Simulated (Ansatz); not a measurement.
# AlBe (sextet): wave-function methods side by side, def2-QZVPP

One table from this session's results is given with a row withheld; the runs are named, their logs left out.

Method: def2-QZVPP, core rule «outside noble gas», up to 6 orbitals frozen; program: Ansatz 0.2.0, Gaussian basis.

The runs, in order: UHF; ROHF; CCSD(T) on UHF.

## What is computed

The geometry is a PBE0/def2-TZVP stationary point (not a proven minimum) of the parent state, kept for this charge and spin.

2 atoms, charge 0, spin multiplicity 6.

Atoms are counted from 1 here; the program's logs count them from 0.

Bond lengths: Al1–Be2 2.117 Å.

Set-up of the first run:

Contents of in.yaml:

```yaml
crystal:
  periodic: [false, false, false]
  atoms:
    - {symbol: Al, position_ang: [0.000000, 0.000000, 0.000000]}
    - {symbol: Be, position_ang: [0.000000, 0.000000, 2.117300]}
basis:
  gaussian: {orbitals: "def2-QZVPP.json"}
magnetization: {spin_polarized: true, initial_magnetization: 5}
hamiltonian: {xc: hf}
output: {orbitals: {seedname: orbitals}}
```

Command:

```bash
ansatz run in.yaml --threads 1 --pin off --events-out ev --progress --plain --max-ram 2393MiB
```

Among the steps run: UHF; ROHF; CCSD(T) on UHF.

One of the session's tables, all rows but one given; the rest of the session is left out.

```
  method  from UCCSD(T) (kcal/mol)
    ROHF                    +25.68
     UHF                    +25.58
    UMP2                     +7.91
   UCCSD                         ?
UCCSD(T)                         0
```

Estimate the missing values for UCCSD.

As computed: from UCCSD(T) (kcal/mol): +0.83. In the column «from UCCSD(T) (kcal/mol)» it lies between UCCSD(T) (0) and UMP2 (+7.91).
